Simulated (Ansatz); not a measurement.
System: zinc-blende HgTe. Method: r²SCANh in Ansatz (PAW).

Numerical settings: plane-wave cutoff 520 eV, 8×8×8 k mesh, Fermi–Dirac smearing 0.01 eV, scalar-relativistic PAW data made under PBE.

A third-order Birch–Murnaghan fit to the energies gives V0 = 35.141 Å³/atom, B0 = 42.0 GPa, B′ = 5.0.

| V (Å³/atom) | P (GPa) |
|---|---|
| 33.383 | (withheld) |
| 34.262 | (withheld) |
| 34.661 | 0.598 |
| 35.140 | 0.000 |
| 36.019 | -0.975 |
| 36.897 | (withheld) |

**Question.** Estimate the withheld pressures from this fit; the answers are the runs' own values.

**Answer.** 
- 33.383, P (GPa): 2.452
- 34.262, P (GPa): 1.134
- 36.897, P (GPa): -1.813

The formula P = (3/2) B0 (x^(7/3) − x^(5/3)) [1 + (3/4)(B′ − 4)(x^(2/3) − 1)] with x = V0/V meets the computed pressures within 0.01 GPa when these rounded values are put in.

Measured, for comparison: bulk modulus 42.3 GPa (temperature not stated, not corrected to a static lattice; as tabulated in Toher et al. (2017), arXiv:1611.05714); equilibrium volume per atom 33.70 Å³/atom (room temperature, not corrected to a static lattice; as tabulated in Cava et al. (2013), arXiv:1302.1059). Computed (rounded) less measured: bulk modulus -0.7 %, equilibrium volume per atom +4.3 %.

Spin–orbit coupling is not included; it can open a gap where bands touch, and shift volumes and moduli.

Static lattice: no zero-point or thermal effects.

The result took around 30 core-minutes (rough).

Ansatz is an electronic-structure program.
